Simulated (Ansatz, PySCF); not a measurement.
Molecule: furan, C4H4O (charge 0, singlet). 
Coordinates optimised at B3LYP-D3(BJ)/def2-TZVP (Ansatz, a quantum-chemistry and plane-wave program):
```xyz
9

O      0.0070    -0.0094     1.1564
C      0.0100     1.0912     0.3549
C     -0.0058    -1.0968     0.3372
C     -0.0006     0.7240    -0.9496
C     -0.0110    -0.7085    -0.9611
H      0.0199     2.0414     0.8581
H     -0.0098    -2.0550     0.8251
H     -0.0010     1.3840    -1.8002
H     -0.0209    -1.3546    -1.8223
```

Property: atomisation energy (electronic, to ground-state atoms), in kcal/mol. Correlated levels leave the core frozen unless marked. Open shells are spin-unrestricted. No spin-orbit coupling. Non-relativistic. The coupled-cluster limit lacks core correlation, which all-electron functionals hold. CBS(X,Y): correlation extrapolated as X^-3; Hartree-Fock from the larger set. The bracket is a focal-point correction in the basis named.

The Hartree-Fock reference is unstable (checked in the largest basis), which strains HF and MP2. 

| level | program | atomisation energy (kcal/mol) |
|---|---|---|
| BLYP-D4/def2-TZVPD | Ansatz + dftd4 | 998.0 |
| BLYP/def2-TZVPD | Ansatz | 988.7 |
| revPBE-D3(BJ)/def2-TZVPD | Ansatz + dftd3 | 1000.9 |
| revPBE-D4/def2-TZVPD | Ansatz + dftd4 | 1005.1 |
| B97M-V/def2-TZVPD | Ansatz | ___ |
| PBE0/6-31G* | Ansatz | 1005.0 |
| PBE0-D4/def2-TZVP | Ansatz + dftd4 | ___ |
| TPSSh/def2-TZVPD | PySCF | ___ |
| r2SCANh-D4/def2-TZVPD | Ansatz + dftd4 | 992.5 |
| r2SCAN0-D4/def2-TZVPD | Ansatz + dftd4 | 980.3 |
| M06-2X/def2-TZVPD | PySCF | 996.4 |
| LC-wPBE/def2-TZVPD | Ansatz | ___ |
| RPA@PBE/cc-pVTZ | Ansatz | 915.6 |
| SCS-MP2/STO-3G | Ansatz | 958.0 |
| SCS-MP2/6-31G* | Ansatz | 926.1 |
| CCSD/6-31G | Ansatz | 835.9 |
| RI-MP2/CBS(cc-pVTZ,cc-pVQZ)+[CCSD(T)-MP2]/cc-pVTZ | Ansatz | 991.7 |

Problem. What belongs in the gaps?

Solution. 
- B97M-V/def2-TZVPD, atomisation energy (kcal/mol): 995.4
- PBE0-D4/def2-TZVP, atomisation energy (kcal/mol): 1008.1
- TPSSh/def2-TZVPD, atomisation energy (kcal/mol): 990.9
- LC-wPBE/def2-TZVPD, atomisation energy (kcal/mol): 998.5
